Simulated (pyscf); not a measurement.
This saddle point was located with ωB97X-D3(BJ)/def2-SVP in PySCF.

```
Ge
H 1 1.5503
H 1 1.5523 2 103.53
H 1 1.7753 2 128.07 3 175.20
Cl 4 1.6174 1 149.68 2 92.51
H 5 1.9529 4 71.26 1 -1.07
S 6 1.4230 5 151.94 4 6.39
H 7 1.3480 6 93.50 5 89.52
```

Surface: singlet, charge 0. Lowest wavenumbers (cm⁻¹): 1018i, 138, 211, 262, 295.

Question: Which two sides does it connect, and which bonds change?

Answer: HS–GeH₃ (SMILES [SH][GeH3]) + HCl (SMILES Cl) ⇌ H₂S (SMILES S) + GeH₂ (SMILES [GeH2]) [singlet] + HCl (SMILES Cl), a multi-bond step read from left to right: Ge–S, Ge–H, Cl–H broken and H–S, Cl–H formed. At CCSD(T)/def2-TZVPP + ΔMP2(QZVPP) it lies +148.1 kJ/mol from the left side and -64.3 kJ/mol from the right (each side as separated species at their lowest minima found). On the reactant side the descent ends in a complex (not fully relaxed), 20.3 kJ/mol under the separated species and 162.9 kJ/mol under the saddle at ωB97X-D3(BJ)/def2-TZVP. On the product side the descent ends in an adduct with a Ge–S contact, 110.1 kJ/mol under the separated species and 21.4 kJ/mol under the saddle at ωB97X-D3(BJ)/def2-TZVP. At CCSD(T) the saddle lies under the separated products, which points to a path from their complex (located at ωB97X-D3(BJ) alone), and parting the products costs more than the saddle. What is counted as broken (Ge–S) persists as a longer contact in the product adduct; parting that adduct is a step of its own. The same reactants have a lower exit, to H₂S + Cl–GeH₃ (barrier +111.4 kJ/mol at ωB97M-D3(BJ)/def2-TZVP, against +140.5 kJ/mol here). This is the saddle that the search found; another between the same sides may lie lower. The CCSD(T) − MP2 part came from Ansatz, without density fitting, on the same reference. The frozen core leaves the outer d or s,p core shells of the metals and heavy elements correlated in the MP2 and CC values, and def2-TZVPP describes them poorly, which can shift differences by a few kcal/mol. Elements up to Kr have no core potential and no relativistic terms here.
